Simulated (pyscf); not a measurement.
PySCF, gas phase, ωB97X-D3(BJ)/def2-SVP geometries.

Q: For the elementary gas-phase step 1,3-butadiene (H₂C=CH–CH=CH₂) + ammonia (NH₃) → H₂C=CH–CH(CH₃)–NH₂ (singlet surface; H–N broken, C–H, C–N formed), what barrier and reaction energy does ωB97M-D3(BJ)/def2-TZVP give, measured from the separated reactants?

A: ΔE‡ = 56.9 kcal/mol, ΔE = -15.0 kcal/mol. Zero-point energy shifts the barrier by -0.1 kcal/mol. It is an addition across a multiple bond or ene-type step, with an imaginary mode of 962i cm⁻¹. This is the saddle that the search found; another between the same sides may lie lower.
